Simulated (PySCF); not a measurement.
From a raw peak list to a structure

Formula C5H6. The spectrum was simulated from the full spin Hamiltonian at 300 MHz with 1.2 Hz Lorentzian lines, from shifts rounded to 0.01 ppm and J to 0.1 Hz, couplings under 1 Hz left out.

Maxima in ppm (height), grouped by integral:
1H: 1.347 (5), 1.336 (6), 1.327 (9), 1.316 (20), 1.306 (16), 1.297 (23), 1.292 (13), 1.287 (24), 1.281 (14), 1.278 (18), 1.266 (22), 1.256 (15), 1.246 (8), 1.236 (8)
1H: 1.115 (100), 1.105 (90)
4H: 0.764 (14), 0.741 (31), 0.736 (64), 0.729 (39), 0.721 (59), 0.706 (52), 0.702 (41), 0.698 (42), 0.693 (46), 0.690 (52), 0.684 (67), 0.675 (41), 0.667 (73), 0.663 (69), 0.657 (44), 0.652 (42), 0.648 (53), 0.622 (8), 0.614 (4)

13C{1H} NMR (computed): δ 92.6 (C), 69.6 (CH), 10.9 (CH2), 1.8 (CH).

- shielding tensors at PBE0/pcSseg-1 (GIAO)
- J: B3LYP/pcJ-1 (without the spin–dipole term)
- geometry from GFN2-xTB
- program: PySCF 2.14
- single conformer, non-relativistic, isolated molecule, fast rotation and ring inversion assumed for equivalent nuclei

References, each an isolated molecule treated in the same way: 1H (31.72 ppm), 13C (186.93 ppm) against TMS.

Task: Analyse the multiplets.

Result: 1H NMR (300 MHz, computed): δ 1.29 (m, 1H), 1.11 (d, J = 3.1 Hz, 1H), 0.72 (m, 2H), 0.66 (m, 2H). These are first-order names from the parameters used; overlap and second-order distortion can hide them in the list.

Task: What is the compound?

Result: cyclopropylacetylene (C#CC1CC1).

Atoms are numbered as in `[CH:1]#[C:2][CH:3]1[CH2:4][CH2:5]1`. Each H is labelled by its parent atom. Ha(C4), Ha(C5) are cis to C2 on the ring; Hb(C4), Hb(C5) are trans to C2 on the ring.

- δ 1.29: H(C3), hydrogen on a three-membered-ring carbon, coupled to Hb(C4)/Hb(C5) (9.4 Hz), Ha(C4)/Ha(C5) (5.7 Hz), H(C1) (3.1 Hz).
- δ 1.11: H(C1), hydrogen on a terminal alkyne carbon, coupled to H(C3) (3.1 Hz).
- δ 0.72: Hb(C4)/Hb(C5), hydrogen on a three-membered-ring carbon, coupled to H(C3) (9.4 Hz), Ha(C4)/Ha(C5) (7.0 Hz), Ha(C4)/Ha(C5) (6.0 Hz).
- δ 0.66: Ha(C4)/Ha(C5), hydrogen on a three-membered-ring carbon, coupled to Hb(C4)/Hb(C5) (7.0 Hz), Hb(C4)/Hb(C5) and H(C3) (5.8 Hz).

This is the structure that produced the data.

Multiplet labels drop couplings under 1 Hz and merge nearly equal ones. Couplings among chemically equivalent protons are left out too, so labels in AA′BB′ or AA′XX′ sets are apparent multiplicities. Unscaled 3J(H,H) at this level run about 10 % above measured values. Shifts are as computed. Against solution values, carbons near 30 ppm lie about +3 ppm off and those near 130 ppm about +5 ppm. Of 1211 compounds with measured shifts, 218 miss one by over three times the rms of a fit or turn the order of signals round; such compounds aren't used in these exercises.
